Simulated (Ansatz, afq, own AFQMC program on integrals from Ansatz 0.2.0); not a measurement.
AlH⁻, doublet in aug-cc-pVDZ, levels against full CI

```xyz
2

Al    0.0000    0.0000    0.0000
H     0.0000    0.0000    1.7061
```

Basis aug-cc-pVDZ. Noble-gas cores (and the filled d shells of Ga–Kr and In–Xe) are frozen. Integrals, coupled cluster, full CI and functionals: Ansatz 0.2.0; the random walks run on the same integrals in our own AFQMC program. The CISD trial takes its coefficients from CCSD amplitudes. Released means that phaseless walkers are propagated on without the constraint, phases kept. Free AFQMC starts from the CCSD state and is never constrained. Its projection time is finite, and what remains of the start isn't in its error. Uncertainties: one standard error, sampling alone.

Determinant: UHF, the one that the program's search chose, which needn't be the lowest solution. The geometry is a PBE0/def2-TZVPD stationary point of this or a neighbouring charge and spin state.

Full CI on the same integrals is exact in this basis and with this determinant's frozen core.

Cautions: an unrestricted solution with more broken spin lies lower (8 meV, ⟨S²⟩ 0.90).

The T1 diagnostic is 0.0236. The weight of the determinant in the CISD state is 0.899 and the ⟨S²⟩ of the determinant is 0.773. The size of the correlated space is 5 electrons in 31 orbitals.

Reference: full CI, correlation energy -2.412 eV. The released energy is read at 2.40 1/Eh (meV from the phaseless value at times in 1/Eh: 4 ± 6 at 0.24, 11 ± 5 at 0.51, 14 ± 6 at 0.99, 3 ± 6 at 1.62, -1 ± 7 at 2.40).

```tsv
level	E − E(reference) (meV)	share of correlation (%)
HF	2412.1	0.00
MP2	719.7	70.16
CCSD	89.4	96.29
CCSD(T)	25.4	98.95
CCSDT	2.8	99.88
CCSDT(Q)	0.6	99.98
ph-AFQMC/CISD	-1.7 ± 4.9	100.07
released AFQMC	-2.5 ± 7.4	100.11
free AFQMC	6.1 ± 5.6	99.75
```

CCSDT and higher add their correlation energy to the determinant of the CCSD(T) run, since their own runs factorise the integrals more tightly (a shift of under 2 meV). Free projections are given only where their last times agree within the noise and don't stop above the reference; a slow remainder of the start can still hide under it. A walk keeps the symmetry of its determinant, which the program's search chose and which needn't be the lowest solution, so a lower state of the same spin and another symmetry isn't excluded. Released energies are given only where the last usable release times agree within the noise; a slower fall can still hide under it.
